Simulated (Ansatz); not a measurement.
# BSiH4 (SMILES B[SiH2]) at RPA@PBE/STO-3G

What is the energy change on altering one bond length of BSiH4 at RPA@PBE/STO-3G? 

The results are computed with Ansatz 0.2.0.

43 further runs of the same task are left out: 43 set aside as unsound or not needed.

## Step 1: The molecule

BSiH4: 6 atoms, total charge 0, spin state doublet. As SMILES, `B[SiH2]`. The shape is that of a GFN2-xTB optimisation.

Bond lengths: B1–Si2 1.878 Å, B1–H3 1.178 Å, B1–H4 1.178 Å, Si2–H5 1.473 Å, Si2–H6 1.473 Å. Angles: B1–Si2–H5 129.0°, B1–Si2–H6 128.8°, Si2–B1–H3 121.2°, Si2–B1–H4 121.3°, H5–Si2–H6 102.3°, H3–B1–H4 117.5°.

## Step 2: A single-point energy at RPA@PBE/STO-3G

Contents of in.yaml:

```yaml
crystal:
  periodic: [false, false, false]
  atoms:
    - symbol: B
      position_ang: [-0.003690, -1.037180, 0.114670]
    - symbol: Si
      position_ang: [0.004430, 0.829590, -0.091960]
    - symbol: H
      position_ang: [-0.730970, -1.564260, 0.876300]
    - symbol: H
      position_ang: [0.717450, -1.725110, -0.512520]
    - symbol: H
      position_ang: [0.828120, 1.658960, -0.988060]
    - symbol: H
      position_ang: [-0.815330, 1.838000, 0.601560]
basis:
  gaussian:
    orbitals: STO-3G
magnetization:
  spin_polarized: true
  initial_magnetization: 1
hamiltonian:
  xc: {name: PBE}
correlation:
  method: rpa
  frozen_orbitals: {B: 1, H: 0, Si: 5}
accuracy: high
```

Started as:

```
ansatz run in.yaml --threads 1 --pin off --max-ram 2610MiB --events-out events.jsonl --progress --plain --runs-dir runs
```

Output:

```text
Warning: RAYON_NUM_THREADS=1 ignored (pool sized by the plan → 1); use --threads N
Functional definition: PBE
  name "PBE"
  parameter kappa = 0.804
  parameter beta = 0.06672455060314922
  exchange = pbe_x(kappa = kappa, mu = beta*pi^2/3)
  correlation = pbe_c(beta = beta)
310 factors; integrals over basis functions are off by at most 2.6e-8 eV
mean field evaluation 1: about -8509.0595 eV, gradient 1.4e1 eV
mean field evaluation 2: about -8508.9907 eV, gradient 1.4e1 eV
mean field evaluation 4: about -8510.7620 eV, gradient 1.8e0 eV
mean field evaluation 8: about -8510.7865 eV, gradient 2.8e-2 eV
mean field evaluation 16: about -8510.7865 eV, gradient 2.0e-7 eV
mean field -8510.78653951 eV, -312.7656365086 hartree, gradient 5.2e-8 eV, S^2 0.751810; 0 other end points of the search recorded, 0 dependent functions left out
6 core orbitals not correlated: weight in the atoms' cores, before any rotation towards them, 0.999 or more for the frozen orbitals, at most 0.000 for the correlated occupied ones
reference -8495.42012770 eV, -312.2009312905 hartree; 6, 5 occupied and 6, 7 virtual orbitals, 310 factors
Total energy: -8500.12314698 eV, -312.3737640610 hartree
```

Run time: 2.3 s. Hardware: 1 thread of Intel Xeon Platinum 8259CL at 2.50GHz (Skylake/Cascade Lake), shared host; peak memory 0.15 GiB.

## Step 3: The distorted shape, same level

Contents of molecule.yaml:

```yaml
basis:
  gaussian:
    orbitals: STO-3G
crystal:
  periodic: [false, false, false]
  atoms:
    - {symbol: B, position_ang: [0.178101, -0.905431, -0.075707]}
    - {symbol: Si, position_ang: [0.186221, 0.961339, -0.282337]}
    - {symbol: H, position_ang: [-0.730970, -1.564260, 0.876300]}
    - {symbol: H, position_ang: [0.899241, -1.593361, -0.702897]}
    - {symbol: H, position_ang: [1.009911, 1.790709, -1.178437]}
    - {symbol: H, position_ang: [-0.633539, 1.969749, 0.411183]}
correlation:
  method: rpa
  frozen_orbitals: {B: 1, H: 0, Si: 5}
hamiltonian:
  xc: pbe
accuracy: high
magnetization:
  spin_polarized: true
  initial_magnetization: 1
```

Started as:

```
ansatz run molecule.yaml --threads 1 --pin off --max-ram 2610MiB --events-out events.jsonl --progress --plain --runs-dir runs
```

Output, shortened:

```text
Warning: RAYON_NUM_THREADS=1 ignored (pool sized by the plan → 1); use --threads N
[... 6 set-up lines as earlier in the session ...]
309 factors; integrals over basis functions are off by at most 2.6e-8 eV
mean field evaluation 1: about -8508.3580 eV, gradient 1.4e1 eV
mean field evaluation 2: about -8508.2721 eV, gradient 1.4e1 eV
mean field evaluation 4: about -8509.8617 eV, gradient 2.5e0 eV
mean field evaluation 8: about -8509.9118 eV, gradient 2.9e-2 eV
mean field evaluation 16: about -8509.9118 eV, gradient 1.6e-6 eV
mean field -8509.91181636 eV, -312.7334910257 hartree, gradient 4.7e-8 eV, S^2 0.752152; 0 other end points of the search recorded, 0 dependent functions left out
6 core orbitals not correlated: weight in the atoms' cores, before any rotation towards them, 0.999 or more for the frozen orbitals, at most 0.000 for the correlated occupied ones
reference -8494.23706229 eV, -312.1574544384 hartree; 6, 5 occupied and 6, 7 virtual orbitals, 309 factors
Total energy: -8499.31186624 eV, -312.3439500437 hartree
```

It took 4.2 s on 1 thread of Intel Xeon Platinum 8259CL at 2.50GHz (Skylake/Cascade Lake), shared host; peak memory 0.15 GiB.

## Step 4: Outcome

Level: RPA@PBE/STO-3G, 6 core orbitals frozen.

```
                                                         quantity          value
                                        first shape: total energy  -312.37376 Eh
                    first shape: RPA correlation energy (valence)     -172.8 mEh
                   first shape: ⟨S²⟩ of the reference determinant          0.752
                                    distorted shape: total energy  -312.34395 Eh
                distorted shape: RPA correlation energy (valence)     -186.5 mEh
               distorted shape: ⟨S²⟩ of the reference determinant          0.752
energy change with the B1–H3 bond stretched from 1.178 to 1.472 Å       0.811 eV
```

In words: With the B1–H3 bond stretched from 1.178 to 1.472 Å the energy rises by 0.81 eV (18.7 kcal/mol). The first shape isn't relaxed at this level, so the change isn't measured from a minimum. The minimal basis adds a large error of its own.
